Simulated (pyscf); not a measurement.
Thermochemistry of product channels of H₂N–InH₂ + methyl (CH₃•) on the doublet surface, in kcal/mol, from CCSD(T)/def2-TZVPP + ΔMP2(QZVPP) energies (ideal gas, 1 atm, RRHO with modes under 100 cm⁻¹ raised to 100, one conformer, R ln 2 for chiral ones without a mode under 150 cm⁻¹). Structures and frequencies: ωB97X-D3(BJ)/def2-SVP in PySCF. Correlated levels are frozen-core, on RHF or UHF. ΔMP2 is the change of the MP2 total energy from the triple- to the quadruple-zeta basis.

```csv
products,ΔE,ΔH(298 K),ΔG(900 K),ΔG(1200 K)
NH [triplet] + H₃C–InH₂ + H atom (H•),[?],+106.3,+79.5,+70.0
[H₂N–InH]• + methane (CH₄),-35.3,-30.9,-30.3,[?]
```

Problem. What belongs in the gaps?

Solution. 
- NH [triplet] + H₃C–InH₂ + H atom (H•), ΔE: +112.5
- [H₂N–InH]• + methane (CH₄), ΔG(1200 K): -29.5

These are energies of the channels, which say nothing of barriers. The CCSD(T) − MP2 part came from Ansatz, without density fitting, on the same reference. The frozen core leaves the outer d or s,p core shells of the metals and heavy elements correlated in the MP2 and CC values, and def2-TZVPP describes them poorly, which can shift differences by a few kcal/mol. Elements past Kr carry the def2 core potentials, without spin-orbit coupling.
